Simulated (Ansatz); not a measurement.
C2H2F2O (`F[C@@H]1O[C@@H]1F`), relaxed with RKS PBE-D4/def2-SVP in Ansatz from a rough embedded geometry. The force threshold is 0.03 eV/Å; the program also tests the step.

The species carries charge 0 and has multiplicity 1.

Start:

```xyz
7

F    -1.670   -0.448   -0.341
C    -0.362   -0.265   -0.618
O     0.108    1.108   -0.527
C     0.497    0.204    0.504
F    -0.044    0.374    1.765
H    -0.038   -0.862   -1.363
H     1.509   -0.111    0.580
```

Question: By how much does the energy fall, and how many steps does the optimiser take? (Estimate.)

Answer: Ansatz gave: 32.44 kJ/mol, in 4 steps.

Question: Which bonds change most? (Best estimate.)

Answer: Computed: C2–H6 from 1.007 to 1.107 Å; C4–H7 from 1.062 to 1.107 Å; C2–O3 from 1.454 to 1.411 Å; C4–F5 from 1.382 to 1.354 Å.

Question: Give the relaxed structure. (An estimate is asked.)

Answer: Ansatz gave: 
```xyz
7

F    -1.694   -0.424   -0.330
C    -0.374   -0.265   -0.579
O     0.114    1.057   -0.507
C     0.495    0.169    0.521
F    -0.066    0.389    1.733
H    -0.051   -0.870   -1.449
H     1.576   -0.056    0.612
```
